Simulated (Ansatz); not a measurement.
Cost and result for the atomization energy of CH4NO2P (`OC(O)=NP`) (9 atoms, 8 bonds).

```xyz
9

O    -0.0323   -0.7248    1.6054
C     0.6812   -0.3215    0.5634
O     1.9668   -0.5507    0.7934
N     0.2905    0.2115   -0.5284
P    -1.3949    0.4518   -0.6968
H    -0.9675   -0.5410    1.4010
H     2.4328   -0.2391    0.0066
H    -1.3968    1.7968   -1.1471
H    -1.5798   -0.0830   -1.9976
```

Charge 0, multiplicity 1. The structure was optimised at the PBE0-D4/def2-TZVP level. It is one conformer, not always the lowest. Program: Ansatz. All runs use 2 threads of an Arm Neoverse V1 on a shared host. Times are those of one run each, without the atoms' runs, and a repeat can differ threefold. Electronic energies, without spin–orbit coupling; frozen cores. CCSD(T)/CBS adds CCSD(T) − MP2 in def2-TZVPP to the MP2 limit, and its time is that of the two runs behind it. T1 = 0.014. B3LYP takes the VWN-RPA correlation (the form of Gaussian; ORCA's B3LYP/G). HSE06 is the plane-wave form, built on full-range PBE exchange.

CCSD(T)/CBS is a level of theory with its own doubt, some kJ/mol a heavy atom from the limit and from the frozen cores, so smaller differences don't rank the functionals.

```
                            level  functions  atomization (kcal/mol)  difference from CCSD(T)/CBS  per bond
               ωB97X-V/def2-TZVPP        222                   801.0                          9.5       1.2
             revPBE-D4/def2-TZVPP        222                   800.3                          8.8       1.1
                B97M-V/def2-TZVPP        222                   796.9                          5.4       0.7
                 CCSD(T)/def2-SVP         94                   726.8                        -64.7      -8.1
 ωB97M-V/def2-TZVPP (with forces)        222                   801.1                          9.6       1.2
               CCSD(T)/def2-TZVPP        222                   762.4                        -29.1      -3.6
                CCSD(T)/CBS(def2)          –                   791.5                          0.0       0.0
B3LYP-D4/def2-TZVPP (with forces)        222                   796.3                          4.8       0.6
          CAM-B3LYP-D4/def2-TZVPP        222                   800.1                          8.6       1.1
              PBE-QIDH/def2-TZVPP        222                   781.3                        -10.2      -1.3
                   MP2/def2-QZVPP        418                   801.1                          9.6       1.2
           LDA (SPW92)/def2-TZVPP        222                   955.1                        163.6      20.4
              HSE06-D4/def2-TZVPP        222                   797.4                          5.9       0.7
```

(1) Order the runs by time, with rough figures. (Best estimate.)

## Answers

(1) Computed: LDA (SPW92)/def2-TZVPP 1.9 s; revPBE-D4/def2-TZVPP 2.8 s; HSE06-D4/def2-TZVPP 4.3 s; CAM-B3LYP-D4/def2-TZVPP 5.5 s; B3LYP-D4/def2-TZVPP (with forces) 7 s; CCSD(T)/def2-SVP 7.5 s; PBE-QIDH/def2-TZVPP 8.5 s; ωB97X-V/def2-TZVPP 12 s; B97M-V/def2-TZVPP 16 s; ωB97M-V/def2-TZVPP (with forces) 17 s; MP2/def2-QZVPP 29 s; CCSD(T)/def2-TZVPP 3.3 min; CCSD(T)/CBS(def2) 3.8 min.

The D4 term adds +6.9 kcal/mol with B3LYP and +3.6 kcal/mol with PBE0; it sums over pairs of atoms, weighted by their polarisabilities, and B3LYP, whose exchange is more repulsive, gets the larger term. From r2SCAN to r2SCAN0 (25 % exact exchange), in def2-TZVPP and without D4, the atomization energy moves by −24.6 kcal/mol: exact exchange takes away binding that semilocal exchange gives to molecules. At CCSD(T), def2-SVP lies −64.7 kcal/mol from the extrapolated value and def2-TZVPP −29.2 kcal/mol: correlation converges slowly with the basis, and small sets miss more of it in the bonded molecule than in its fragments.
